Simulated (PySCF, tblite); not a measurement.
# CH₄N+: deprotonation

Aim: compute the deprotonation of CH₄N+ (`C=[NH2+]`).

Computed with tblite 0.8.0 and PySCF 2.14.0 and routines of our own; the level stands in each step. Atoms count from 0.

## 1. The starting structure

6 atoms, charge 1, multiplicity 1; geometry from: start built from the parent or by distance geometry.

## 2. Geometry optimisation with GFN2-xTB

Job settings and geometry (Å):

```
{"job": {"kind": "relax", "xc": "GFN2-xTB", "basis": "xTB"}, "charge": 1, "multiplicity": 1}
C     -0.625000     0.033600    -0.013300
N      0.624900    -0.032300    -0.014900
H     -1.187900    -0.877700     0.137900
H     -1.112000     1.022000    -0.183200
H      1.183300     0.810200    -0.114600
H      1.123000    -0.951700     0.144800
```

On the command line:

```bash
OMP_NUM_THREADS=1 python redox_run.py task.json out
```

The driver reads the jobs from task.json and runs them one after another.

Log:

```text
step      E/eV     max force
  0    -179.64291    1.449
  1    -179.66772    1.158
  2    -179.68256    0.493
  3    -179.69205    0.284
  4    -179.69970    0.234
  5    -179.70269    0.157
  6    -179.70414    0.117
  7    -179.70469    0.057
  8    -179.70493    0.054
  9    -179.70508    0.037
 10    -179.70514    0.019
 11    -179.70516    0.011
 12    -179.70516    0.009
```

Wall time 0.04 s (1 thread of Arm Neoverse N1, shared host).

Along the way:

```tsv
step	energy from step 0 (eV)	largest force (eV/Å)
0	0.0000	1.4490
1	-0.0248	1.1577
2	-0.0396	0.4930
3	-0.0491	0.2836
4	-0.0568	0.2344
5	-0.0598	0.1573
6	-0.0612	0.1167
7	-0.0618	0.0566
8	-0.0620	0.0542
9	-0.0622	0.0371
10	-0.0622	0.0190
11	-0.0623	0.0108
12	-0.0623	0.0093
```

Close pairs (by a distance rule), those that changed most:

```tsv
bond	before (Å)	after (Å)	change (Å)
N1–H5	1.058	1.024	-0.034
C0–H3	1.115	1.088	-0.027
C0–N1	1.252	1.261	+0.009
N1–H4	1.016	1.024	+0.008
C0–H2	1.082	1.088	+0.006
```

The end geometry stands in the next job.

## 3. Infrared spectrum with GFN2-xTB

Job settings and geometry (Å):

```
{"job": {"kind": "ir", "xc": "GFN2-xTB", "basis": "xTB"}, "charge": 1, "multiplicity": 1}
C     -0.622251     0.033075    -0.014812
N      0.636659    -0.032518     0.000916
H     -1.234586    -0.854939     0.125185
H     -1.135463     0.979603    -0.169853
H      1.226686     0.794719    -0.126009
H      1.135200    -0.915959     0.141424
```

Log:

```text
mode    cm-1     km/mol
  1     906.1    166.60
  2     913.1     37.19
  3     966.1      0.00
  4    1067.8    152.16
  5    1192.9      9.73
  6    1341.4     50.15
  7    1396.8     47.02
  8    1711.5     36.68
  9    3011.1     21.77
 10    3037.9     29.67
 11    3255.5    102.00
 12    3280.1    143.88
ZPE 132.069  H(298)-E 142.538  G(298)-E 75.455 kJ/mol  S 225.00 J/(mol K)
```

Run time: 0.11 s. Hardware: 1 thread of Arm Neoverse N1, shared host.

Which atoms move in the most intense modes:

```tsv
cm⁻¹	km/mol	atoms
906	166.6	H4 31 %, H5 31 %, N1 22 %
913	37.2	H5 25 %, H4 25 %, H2 23 %, H3 23 %
1068	152.2	H3 34 %, H2 34 %, C0 17 %
1341	50.1	H3 46 %, H2 46 %
1397	47.0	H4 46 %, H5 46 %
1712	36.7	C0 49 %, N1 43 %
3256	102.0	H5 50 %, H4 46 %
3280	143.9	H4 48 %, H5 43 %
```

## 4. Geometry optimisation at PBE0-D3(BJ)/ma-def2-SVP

Settings changed since step 3:

```diff
@@ -1,2 +1,2 @@
-{"job": {"kind": "ir", "xc": "GFN2-xTB", "basis": "xTB"}, "charge": 1, "multiplicity": 1}
+{"job": {"xc": "PBE0", "basis": "ma-def2-SVP", "d3": "d3bj", "grid": 1, "kind": "geom"}, "charge": 1, "multiplicity": 1}
 C     -0.622251     0.033075    -0.014812
```

Log:

```text
step   0  E = -94.79248020  max force = 0.016791
step   1  E = -94.79297174  max force = 0.001672
step   2  E = -94.79298053  max force = 0.000076
optimisation converged
```

Wall time 2.6 s (1 thread of Arm Neoverse N1, shared host).

Step by step:

```tsv
step	energy from step 0 (eV)	largest force component (eV/Å)
0	0.0000	0.8634
1	-0.0134	0.0860
2	-0.0136	0.0039
```

Close pairs (by a distance rule), those that changed most:

```tsv
bond	before (Å)	after (Å)	change (Å)
C0–N1	1.261	1.273	+0.013
C0–H2	1.088	1.097	+0.009
C0–H3	1.088	1.097	+0.009
N1–H4	1.024	1.025	+0.001
N1–H5	1.024	1.025	+0.001
```

The end geometry stands in the next job.

```tsv
at the end point	value
point group (found at 0.08 Å tolerance)	C2v
rotational constants (GHz, main isotopes)	150.8, 31.390, 25.982
```

## 5. Harmonic vibrations (CH4N+): PBE0-D3(BJ)/ma-def2-SVP

Job settings and geometry (Å):

```
{"job": {"xc": "PBE0", "basis": "ma-def2-SVP", "d3": "d3bj", "grid": 2, "kind": "hessian"}, "charge": 1, "multiplicity": 1}
C     -0.633512     0.033729    -0.016816
N      0.637957    -0.032613     0.002570
H     -1.228739    -0.876612     0.123764
H     -1.126269     1.000782    -0.174180
H      1.225896     0.796992    -0.125197
H      1.132194    -0.918697     0.146829
```

Log:

```text
coarse grid: 4632 points
cycle   1  E = -94.7750635430  dE =  3.964e-01  |g| = 1.607e-01  |ddm| = 2.215e+00
cycle   2  E = -94.7818871126  dE = -6.824e-03  |g| = 1.163e-01  |ddm| = 2.940e-01
cycle   3  E = -94.7851162125  dE = -3.229e-03  |g| = 2.613e-02  |ddm| = 1.090e-01
cycle   4  E = -94.7851982571  dE = -8.204e-05  |g| = 1.599e-02  |ddm| = 2.449e-02
cycle   5  E = -94.7852525391  dE = -5.428e-05  |g| = 2.932e-03  |ddm| = 1.254e-02
cycle   6  E = -94.7852547254  dE = -2.186e-06  |g| = 1.046e-04  |ddm| = 2.561e-03
final grid: 43688 points
cycle   7  E = -94.7929838075  dE = -1.086e-05  |g| = 4.841e-03  |ddm| = 1.281e-02
cycle   8  E = -94.7929823818  dE =  1.426e-06  |g| = 5.673e-03  |ddm| = 7.150e-03
cycle   9  E = -94.7929890680  dE = -6.686e-06  |g| = 1.088e-03  |ddm| = 3.881e-03
cycle  10  E = -94.7929893574  dE = -2.894e-07  |g| = 1.160e-04  |ddm| = 8.964e-04
cycle  11  E = -94.7929893601  dE = -2.727e-09  |g| = 1.979e-05  |ddm| = 7.601e-05
cycle  12  E = -94.7929893602  dE = -8.475e-11  |g| = 1.535e-06  |ddm| = 1.681e-05
converged SCF energy = -94.7929893602

mode    cm-1
  1     950.0
  2     954.0
  3    1074.2
  4    1159.2
  5    1328.1
  6    1438.7
  7    1571.6
  8    1786.5
  9    3162.6
 10    3293.9
 11    3495.1
 12    3602.2
ZPE 142.453  H(298)-E 152.782  G(298)-E 85.810 kJ/mol  S 224.63 J/(mol K)
```

Run time: 17 s. Hardware: 1 thread of Arm Neoverse N1, shared host; peak memory 0.68 GiB.

Zero-point energy 142.45 kJ/mol (xTB gave 132.07).

## 6. Single point (CH₄N+): wB97X-D3(BJ)/ma-def2-TZVP

Geometry: PBE0-D3(BJ)/ma-def2-SVP.

Job settings and geometry (Å):

```
{"job": {"kind": "sp", "xc": "wB97X", "basis": "ma-def2-TZVP", "d3": "d3bj", "grid": 2}, "charge": 1, "multiplicity": 1}
C     -0.633512     0.033729    -0.016816
N      0.637957    -0.032613     0.002570
H     -1.228739    -0.876612     0.123764
H     -1.126269     1.000782    -0.174180
H      1.225896     0.796992    -0.125197
H      1.132194    -0.918697     0.146829
```

Log:

```text
coarse grid: 4632 points
cycle   1  E = -95.0276430478  dE =  4.552e-01  |g| = 2.943e-01  |ddm| = 1.504e+00
cycle   2  E = -95.0524835676  dE = -2.484e-02  |g| = 1.654e-01  |ddm| = 2.950e-01
cycle   3  E = -95.0579608538  dE = -5.477e-03  |g| = 2.283e-02  |ddm| = 9.532e-02
cycle   4  E = -95.0580856898  dE = -1.248e-04  |g| = 1.094e-02  |ddm| = 2.862e-02
cycle   5  E = -95.0581074297  dE = -2.174e-05  |g| = 4.019e-03  |ddm| = 7.484e-03
cycle   6  E = -95.0581107419  dE = -3.312e-06  |g| = 2.814e-04  |ddm| = 2.503e-03
final grid: 43688 points
cycle   7  E = -95.0492167185  dE = -1.895e-05  |g| = 1.934e-03  |ddm| = 1.169e-02
cycle   8  E = -95.0492172848  dE = -5.663e-07  |g| = 1.434e-03  |ddm| = 1.477e-03
cycle   9  E = -95.0492176385  dE = -3.536e-07  |g| = 2.587e-04  |ddm| = 6.558e-04
cycle  10  E = -95.0492176596  dE = -2.113e-08  |g| = 1.598e-04  |ddm| = 2.276e-04
cycle  11  E = -95.0492176654  dE = -5.811e-09  |g| = 2.433e-05  |ddm| = 9.491e-05
converged SCF energy = -95.0492176654
```

Run time: 1.6 s. Hardware: 1 thread of Arm Neoverse N1, shared host.

## 7. Optimising the geometry with GFN2-xTB

This step treats CH3N, `C=N`.

Job settings and geometry (Å):

```
{"job": {"kind": "relax", "xc": "GFN2-xTB", "basis": "xTB"}, "charge": 0, "multiplicity": 1}
C     -0.617300     0.027600    -0.022100
N      0.627200    -0.024000    -0.020400
H     -1.211300    -0.884200     0.127000
H     -1.128800     1.015400    -0.194800
H      1.129000    -0.922500     0.158200
```

Log:

```text
step      E/eV     max force
  0    -177.73689    1.342
  1    -177.78120    1.093
  2    -177.83567    0.537
  3    -177.84104    0.078
  4    -177.84123    0.048
  5    -177.84138    0.038
  6    -177.84147    0.030
  7    -177.84156    0.023
  8    -177.84159    0.014
  9    -177.84160    0.009
```

Wall time 0.03 s (1 thread of Arm Neoverse N1, shared host).

Relaxation path:

```tsv
step	energy from step 0 (eV)	largest force (eV/Å)
0	0.0000	1.3424
1	-0.0443	1.0932
2	-0.0988	0.5368
3	-0.1042	0.0782
4	-0.1043	0.0483
5	-0.1045	0.0377
6	-0.1046	0.0304
7	-0.1047	0.0233
8	-0.1047	0.0136
9	-0.1047	0.0090
```

Close pairs (by a distance rule), those that changed most:

```tsv
bond	before (Å)	after (Å)	change (Å)
C0–H3	1.126	1.083	-0.042
N1–H4	1.045	1.020	-0.025
C0–N1	1.246	1.249	+0.003
C0–H2	1.098	1.096	-0.003
```

The end geometry stands in the next job.

## 8. Vibrational analysis with GFN2-xTB

Job settings and geometry (Å):

```
{"job": {"kind": "ir", "xc": "GFN2-xTB", "basis": "xTB"}, "charge": 0, "multiplicity": 1}
C     -0.596048     0.008534    -0.021109
N      0.652455     0.007882    -0.014104
H     -1.249414    -0.858426     0.126368
H     -1.099585     0.953153    -0.188487
H      1.091467    -0.898849     0.145128
```

Log:

```text
mode    cm-1     km/mol
  1    1007.8      0.00
  2    1019.6     28.74
  3    1097.9     51.82
  4    1308.1     59.08
  5    1437.2      2.16
  6    1749.2     69.80
  7    2872.0    127.54
  8    3041.6     32.95
  9    3310.6     20.27
ZPE 100.750  H(298)-E 110.966  G(298)-E 43.259 kJ/mol  S 227.09 J/(mol K)
```

Wall time 0.1 s (1 thread of Arm Neoverse N1, shared host).

Which atoms move in the most intense modes:

```tsv
cm⁻¹	km/mol	atoms
1020	28.7	H4 37 %, H3 29 %, H2 26 %
1098	51.8	H4 55 %, H3 38 %
1308	59.1	H4 49 %, N1 15 %, C0 15 %, H3 12 %
1437	2.2	H2 49 %, H3 44 %
1749	69.8	C0 54 %, N1 42 %
2872	127.5	H2 93 %
3042	33.0	H3 93 %
3311	20.3	H4 93 %
```

## 9. Relaxing the molecule at PBE0-D3(BJ)/ma-def2-SVP

This step treats CH3N, `C=N`.

Job settings and geometry (Å):

```
{"job": {"xc": "PBE0", "basis": "ma-def2-SVP", "d3": "d3bj", "grid": 1, "kind": "geom"}, "charge": 0, "multiplicity": 1}
C     -0.596048     0.008534    -0.021109
N      0.652455     0.007882    -0.014104
H     -1.249414    -0.858426     0.126368
H     -1.099585     0.953153    -0.188487
H      1.091467    -0.898849     0.145128
```

Log:

```text
step   0  E = -94.44712687  max force = 0.026281
step   1  E = -94.44833496  max force = 0.000556
step   2  E = -94.44833779  max force = 0.000113
optimisation converged
```

It took 1.9 s on 1 thread of Arm Neoverse N1, shared host.

Relaxation path:

```tsv
step	energy from step 0 (eV)	largest force component (eV/Å)
0	0.0000	1.3514
1	-0.0329	0.0286
2	-0.0330	0.0058
```

Close pairs (by a distance rule), those that changed most:

```tsv
bond	before (Å)	after (Å)	change (Å)
C0–H3	1.083	1.101	+0.018
C0–N1	1.249	1.265	+0.017
C0–H2	1.096	1.106	+0.010
N1–H4	1.020	1.025	+0.005
```

The next job starts from the end point, and lists it.

```tsv
at the end point	value
point group (found at 0.08 Å tolerance)	Cs
rotational constants (GHz, main isotopes)	195.8, 34.907, 29.626
dipole moment (D)	2.20
```

## 10. Harmonic vibrations (CH₃N, C=N): PBE0-D3(BJ)/ma-def2-SVP

Job settings and geometry (Å):

```
{"job": {"xc": "PBE0", "basis": "ma-def2-SVP", "d3": "d3bj", "grid": 2, "kind": "hessian"}, "charge": 0, "multiplicity": 1}
C     -0.584635     0.022348    -0.023940
N      0.680473     0.014046    -0.014186
H     -1.224514    -0.867079     0.126983
H     -1.112403     0.974167    -0.193222
H      1.041193    -0.930513     0.152965
```

Log:

```text
coarse grid: 4008 points
cycle   1  E = -94.4179513697  dE =  5.767e-02  |g| = 2.863e-01  |ddm| = 2.117e+00
cycle   2  E = -94.3788175012  dE =  3.913e-02  |g| = 5.069e-01  |ddm| = 8.654e-01
cycle   3  E = -94.4383927544  dE = -5.958e-02  |g| = 4.502e-02  |ddm| = 4.885e-01
cycle   4  E = -94.4388500914  dE = -4.573e-04  |g| = 1.714e-02  |ddm| = 5.623e-02
cycle   5  E = -94.4389227014  dE = -7.261e-05  |g| = 2.447e-03  |ddm| = 1.582e-02
cycle   6  E = -94.4389240791  dE = -1.378e-06  |g| = 3.751e-04  |ddm| = 2.643e-03
final grid: 38320 points
cycle   7  E = -94.4483371295  dE = -7.129e-06  |g| = 4.340e-03  |ddm| = 1.231e-02
cycle   8  E = -94.4483356335  dE =  1.496e-06  |g| = 5.134e-03  |ddm| = 8.966e-03
cycle   9  E = -94.4483417525  dE = -6.119e-06  |g| = 1.117e-03  |ddm| = 5.123e-03
cycle  10  E = -94.4483420471  dE = -2.946e-07  |g| = 1.206e-04  |ddm| = 9.400e-04
cycle  11  E = -94.4483420502  dE = -3.146e-09  |g| = 1.785e-05  |ddm| = 1.073e-04
cycle  12  E = -94.4483420503  dE = -6.747e-11  |g| = 2.598e-06  |ddm| = 1.887e-05
converged SCF energy = -94.4483420503

mode    cm-1
  1    1058.2
  2    1101.2
  3    1160.9
  4    1348.1
  5    1481.6
  6    1757.8
  7    3044.2
  8    3158.1
  9    3506.2
ZPE 105.369  H(298)-E 115.521  G(298)-E 47.791 kJ/mol  S 227.17 J/(mol K)
```

Wall time 12 s (1 thread of Arm Neoverse N1, shared host); peak memory 0.67 GiB.

Zero-point energy 105.37 kJ/mol (xTB gave 100.75).

## 11. Single point (CH₃N, C=N): wB97X-D3(BJ)/ma-def2-TZVP

Geometry: PBE0-D3(BJ)/ma-def2-SVP.

Job settings and geometry (Å):

```
{"job": {"kind": "sp", "xc": "wB97X", "basis": "ma-def2-TZVP", "d3": "d3bj", "grid": 2}, "charge": 0, "multiplicity": 1}
C     -0.584635     0.022348    -0.023940
N      0.680473     0.014046    -0.014186
H     -1.224514    -0.867079     0.126983
H     -1.112403     0.974167    -0.193222
H      1.041193    -0.930513     0.152965
```

Log:

```text
coarse grid: 4008 points
cycle   1  E = -94.6798728919  dE =  6.357e-02  |g| = 3.411e-01  |ddm| = 1.469e+00
cycle   2  E = -94.6779727240  dE =  1.900e-03  |g| = 4.042e-01  |ddm| = 4.960e-01
cycle   3  E = -94.7101000254  dE = -3.213e-02  |g| = 2.370e-02  |ddm| = 2.329e-01
cycle   4  E = -94.7102966582  dE = -1.966e-04  |g| = 9.498e-03  |ddm| = 2.835e-02
cycle   5  E = -94.7103304197  dE = -3.376e-05  |g| = 2.076e-03  |ddm| = 1.399e-02
cycle   6  E = -94.7103329149  dE = -2.495e-06  |g| = 8.208e-04  |ddm| = 4.739e-03
final grid: 38320 points
cycle   7  E = -94.7028551485  dE = -1.466e-05  |g| = 1.677e-03  |ddm| = 1.286e-02
cycle   8  E = -94.7028556314  dE = -4.828e-07  |g| = 9.619e-04  |ddm| = 2.070e-03
cycle   9  E = -94.7028558239  dE = -1.925e-07  |g| = 1.414e-04  |ddm| = 5.933e-04
cycle  10  E = -94.7028558292  dE = -5.327e-09  |g| = 1.012e-04  |ddm| = 2.834e-04
cycle  11  E = -94.7028558313  dE = -2.127e-09  |g| = 1.398e-05  |ddm| = 5.620e-05
converged SCF energy = -94.7028558313
```

It took 1.3 s on 1 thread of Arm Neoverse N1, shared host.

## 12. Relaxing the molecule with GFN2-xTB

This step treats CH₃N, `[CH-]=[NH2+]`.

Job settings and geometry (Å):

```
{"job": {"kind": "relax", "xc": "GFN2-xTB", "basis": "xTB"}, "charge": 0, "multiplicity": 1}
C     -0.617300     0.027600    -0.022100
N      0.627200    -0.024000    -0.020400
H     -1.108800     0.993200    -0.171000
H      1.223400     0.811600    -0.145800
H      1.129000    -0.922500     0.158200
```

Log:

```text
step      E/eV     max force
  0    -176.02550    3.740
  1    -176.11250    2.523
  2    -176.17224    0.867
  3    -176.19074    0.404
  4    -176.19760    0.309
  5    -176.20005    0.085
  6    -176.20032    0.059
  7    -176.20055    0.058
  8    -176.20084    0.071
  9    -176.20102    0.045
 10    -176.20107    0.013
 11    -176.20107    0.008
```

It took 0.03 s on 1 thread of Arm Neoverse N1, shared host.

Step by step:

```tsv
step	energy from step 0 (eV)	largest force (eV/Å)
0	0.0000	3.7404
1	-0.0870	2.5233
2	-0.1467	0.8674
3	-0.1652	0.4041
4	-0.1721	0.3092
5	-0.1746	0.0849
6	-0.1748	0.0593
7	-0.1750	0.0578
8	-0.1753	0.0706
9	-0.1755	0.0450
10	-0.1756	0.0128
11	-0.1756	0.0082
```

Distances of close pairs at the start and the end, largest changes first:

```tsv
bond	before (Å)	after (Å)	change (Å)
C0–N1	1.246	1.295	+0.050
N1–H4	1.045	1.013	-0.031
C0–H2	1.094	1.109	+0.016
N1–H3	1.034	1.026	-0.008
```

The final coordinates are the input of the step that follows.

## 13. Harmonic vibrations with GFN2-xTB

Job settings and geometry (Å):

```
{"job": {"kind": "ir", "xc": "GFN2-xTB", "basis": "xTB"}, "charge": 0, "multiplicity": 1}
C     -0.670989    -0.024849    -0.006789
N      0.623989    -0.008926    -0.007481
H     -1.059508     0.999618    -0.180981
H      1.239824     0.800219    -0.144920
H      1.120193    -0.880164     0.139006
```

Log:

```text
mode    cm-1     km/mol
  1     790.2    198.66
  2    1024.6     26.45
  3    1032.5      1.50
  4    1326.5     14.73
  5    1469.0     10.88
  6    1540.2      7.07
  7    2776.4    207.24
  8    3113.4     75.05
  9    3383.5      0.53
ZPE 98.430  H(298)-E 108.785  G(298)-E 40.846 kJ/mol  S 227.87 J/(mol K)
```

Run time: 0.11 s. Hardware: 1 thread of Arm Neoverse N1, shared host.

Which atoms move in the most intense modes:

```tsv
cm⁻¹	km/mol	atoms
790	198.7	H3 39 %, H4 37 %, N1 22 %
1025	26.4	H3 32 %, H4 32 %, H2 29 %
1032	1.5	H2 53 %, H4 23 %, H3 16 %
1326	14.7	H2 57 %, C0 14 %, N1 13 %
1469	10.9	C0 47 %, N1 21 %, H3 18 %, H4 13 %
1540	7.1	H4 34 %, H3 30 %, N1 27 %
2776	207.2	H2 92 %
3113	75.0	H3 94 %
```

## 14. Optimising the geometry at PBE0-D3(BJ)/ma-def2-SVP

This step treats CH3N, `[CH-]=[NH2+]`.

Job settings and geometry (Å):

```
{"job": {"xc": "PBE0", "basis": "ma-def2-SVP", "d3": "d3bj", "grid": 1, "kind": "geom"}, "charge": 0, "multiplicity": 1}
C     -0.670989    -0.024849    -0.006789
N      0.623989    -0.008926    -0.007481
H     -1.059508     0.999618    -0.180981
H      1.239824     0.800219    -0.144920
H      1.120193    -0.880164     0.139006
```

Log:

```text
step   0  E = -94.39276993  max force = 0.014527
step   1  E = -94.39328405  max force = 0.000737
step   2  E = -94.39328670  max force = 0.000164
optimisation converged
```

It took 1.9 s on 1 thread of Arm Neoverse N1, shared host.

Along the way:

```tsv
step	energy from step 0 (eV)	largest force component (eV/Å)
0	0.0000	0.7470
1	-0.0140	0.0379
2	-0.0141	0.0084
```

Distances of close pairs at the start and the end, largest changes first:

```tsv
bond	before (Å)	after (Å)	change (Å)
C0–N1	1.295	1.307	+0.012
N1–H4	1.013	1.019	+0.005
C0–H2	1.109	1.114	+0.005
N1–H3	1.026	1.026	-0.000
```

The next job starts from the end point, and lists it.

```tsv
at the end point	value
point group (found at 0.08 Å tolerance)	Cs
rotational constants (GHz, main isotopes)	203.4, 34.033, 29.154
dipole moment (D)	3.69
```

## 15. Harmonic vibrations (CH₃N, [CH-]=[NH2+]): PBE0-D3(BJ)/ma-def2-SVP

Job settings and geometry (Å):

```
{"job": {"xc": "PBE0", "basis": "ma-def2-SVP", "d3": "d3bj", "grid": 2, "kind": "hessian"}, "charge": 0, "multiplicity": 1}
C     -0.692533    -0.035829    -0.008333
N      0.614127    -0.017208    -0.005324
H     -1.020925     1.013365    -0.190415
H      1.217335     0.801160    -0.143373
H      1.129445    -0.882744     0.145569
```

Log:

```text
coarse grid: 4008 points
cycle   1  E = -94.3680260523  dE =  9.508e-02  |g| = 2.188e-01  |ddm| = 2.157e+00
cycle   2  E = -94.3664315624  dE =  1.594e-03  |g| = 2.480e-01  |ddm| = 9.568e-01
cycle   3  E = -94.3840846953  dE = -1.765e-02  |g| = 4.761e-02  |ddm| = 4.555e-01
cycle   4  E = -94.3844591910  dE = -3.745e-04  |g| = 2.088e-02  |ddm| = 4.157e-02
cycle   5  E = -94.3845542596  dE = -9.507e-05  |g| = 1.802e-03  |ddm| = 1.782e-02
cycle   6  E = -94.3845553179  dE = -1.058e-06  |g| = 2.885e-04  |ddm| = 2.731e-03
final grid: 38320 points
cycle   7  E = -94.3932868235  dE = -7.974e-06  |g| = 5.201e-03  |ddm| = 1.191e-02
cycle   8  E = -94.3932828284  dE =  3.995e-06  |g| = 6.894e-03  |ddm| = 9.644e-03
cycle   9  E = -94.3932930275  dE = -1.020e-05  |g| = 8.216e-04  |ddm| = 4.802e-03
cycle  10  E = -94.3932932134  dE = -1.860e-07  |g| = 9.751e-05  |ddm| = 1.156e-03
cycle  11  E = -94.3932932155  dE = -2.091e-09  |g| = 2.024e-05  |ddm| = 1.087e-04
cycle  12  E = -94.3932932156  dE = -1.143e-10  |g| = 1.828e-06  |ddm| = 4.374e-05
cycle  13  E = -94.3932932156  dE = -9.663e-13  |g| = 3.811e-07  |ddm| = 4.110e-06
converged SCF energy = -94.3932932156

mode    cm-1
  1     850.9
  2    1068.4
  3    1158.4
  4    1374.7
  5    1479.3
  6    1678.4
  7    2986.8
  8    3421.6
  9    3586.1
ZPE 105.299  H(298)-E 115.553  G(298)-E 47.689 kJ/mol  S 227.62 J/(mol K)
```

Wall time 12 s (1 thread of Arm Neoverse N1, shared host); peak memory 0.64 GiB.

Zero-point energy 105.30 kJ/mol (xTB gave 98.43).

## 16. Single point (CH₃N, [CH-]=[NH2+]): wB97X-D3(BJ)/ma-def2-TZVP

Geometry: PBE0-D3(BJ)/ma-def2-SVP.

Job settings and geometry (Å):

```
{"job": {"kind": "sp", "xc": "wB97X", "basis": "ma-def2-TZVP", "d3": "d3bj", "grid": 2}, "charge": 0, "multiplicity": 1}
C     -0.692533    -0.035829    -0.008333
N      0.614127    -0.017208    -0.005324
H     -1.020925     1.013365    -0.190415
H      1.217335     0.801160    -0.143373
H      1.129445    -0.882744     0.145569
```

Log:

```text
coarse grid: 4008 points
cycle   1  E = -94.6393279848  dE =  8.570e-02  |g| = 2.205e-01  |ddm| = 1.518e+00
cycle   2  E = -94.6512132695  dE = -1.189e-02  |g| = 1.491e-01  |ddm| = 3.782e-01
cycle   3  E = -94.6558780151  dE = -4.665e-03  |g| = 4.288e-02  |ddm| = 1.292e-01
cycle   4  E = -94.6562940565  dE = -4.160e-04  |g| = 1.146e-02  |ddm| = 3.381e-02
cycle   5  E = -94.6563383108  dE = -4.425e-05  |g| = 3.699e-03  |ddm| = 1.697e-02
cycle   6  E = -94.6563462264  dE = -7.916e-06  |g| = 8.153e-04  |ddm| = 1.069e-02
final grid: 38320 points
cycle   7  E = -94.6481887349  dE = -1.941e-05  |g| = 2.270e-03  |ddm| = 1.477e-02
cycle   8  E = -94.6481896413  dE = -9.064e-07  |g| = 2.008e-03  |ddm| = 3.321e-03
cycle   9  E = -94.6481903856  dE = -7.443e-07  |g| = 2.869e-04  |ddm| = 1.012e-03
cycle  10  E = -94.6481904469  dE = -6.133e-08  |g| = 1.825e-04  |ddm| = 7.498e-04
cycle  11  E = -94.6481904591  dE = -1.223e-08  |g| = 3.039e-05  |ddm| = 3.700e-04
cycle  12  E = -94.6481904602  dE = -1.081e-09  |g| = 5.279e-06  |ddm| = 1.540e-04
converged SCF energy = -94.6481904602
```

It took 1.4 s on 1 thread of Arm Neoverse N1, shared host.

(Part 1 of 2 ends here.)
